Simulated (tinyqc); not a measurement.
RHF in the sto-3g basis, for LiH, spin multiplicity 1, step by step (part 2 of 2). Computed by tinyqc, a small Python program that keeps every step (integrals from PySCF). Command: `OMP_NUM_THREADS=1 python tinyqc.py 30108 30109 out.jsonl` (the two numbers bound the seeds that draw the settings). One thread of a shared host (Intel(R) Xeon(R) Processor @ 2.60GHz), about 0.05 s of CPU time with the checks.

Geometry (angstrom):
```
atom         x         y         z
Li    0.000000  0.000000  0.000000
H     0.000000  0.000000  2.012000
```

## Convergence

Stop when the energy changes by less than 1e-10 hartree and every element of the error matrix X^T (F D S - S D F) X is below 3e-06.

Course of the cycle:
```
iteration  E (hartree)     change  largest element of the error matrix
1          -7.81184801          -                             1.83e-01
2          -7.82845526  -1.66e-02                             2.16e-02
3          -7.82930601  -8.51e-04                             6.89e-03
4          -7.82952141  -2.15e-04                             3.68e-03
5          -7.82958537  -6.40e-05                             1.99e-03
6          -7.82960425  -1.89e-05                             1.07e-03
7          -7.82960977  -5.52e-06                             5.78e-04
8          -7.82961138  -1.60e-06                             3.11e-04
9          -7.82961184  -4.65e-07                             1.67e-04
10         -7.82961198  -1.35e-07                             9.00e-05
11         -7.82961202  -3.89e-08                             4.84e-05
12         -7.82961203  -1.12e-08                             2.60e-05
13         -7.82961203  -3.24e-09                             1.40e-05
14         -7.82961203  -9.36e-10                             7.51e-06
15         -7.82961203  -2.70e-10                             4.03e-06
16         -7.82961203  -7.80e-11                             2.17e-06
```

PySCF RHF in the same basis = -7.82961203 hartree

Converged in 16 iterations.

## Populations, bond orders and dipole

D after iteration 16:
```
            1Li 1s     1Li 2s   1Li 2px   1Li 2py    1Li 2pz      2H 1s
1Li 1s    2.011562  -0.081430  0.000000  0.000000  -0.109237  -0.177752
1Li 2s   -0.081430   0.479791  0.000000  0.000000   0.323258   0.569114
1Li 2px   0.000000   0.000000  0.000000  0.000000   0.000000   0.000000
1Li 2py   0.000000   0.000000  0.000000  0.000000   0.000000   0.000000
1Li 2pz  -0.109237   0.323258  0.000000  0.000000   0.219273   0.385647
2H 1s    -0.177752   0.569114  0.000000  0.000000   0.385647   0.678363
```

overlap S:
```
           1Li 1s    1Li 2s   1Li 2px   1Li 2py   1Li 2pz     2H 1s
1Li 1s   1.000000  0.241137  0.000000  0.000000  0.000000  0.026919
1Li 2s   0.241137  1.000000  0.000000  0.000000  0.000000  0.295972
1Li 2px  0.000000  0.000000  1.000000  0.000000  0.000000  0.000000
1Li 2py  0.000000  0.000000  0.000000  1.000000  0.000000  0.000000
1Li 2pz  0.000000  0.000000  0.000000  0.000000  1.000000  0.418734
2H 1s    0.026919  0.295972  0.000000  0.000000  0.418734  1.000000
```

Mulliken: Z minus the diagonal of D S on the atom; Loewdin: the same with S^(1/2) D S^(1/2); Mayer order: 2 sum_s sum (D(s) S)_ij (D(s) S)_ji over the two atoms.

Charges (e):
```
atom   Mulliken    Loewdin
1Li    0.003504   0.002248
2H    -0.003504  -0.002248
```

Mayer bond orders:
```
pair     order
2-1   0.999988
```

dipole moment about the origin, x y z (debye): 0.000000  0.000000  -5.008381
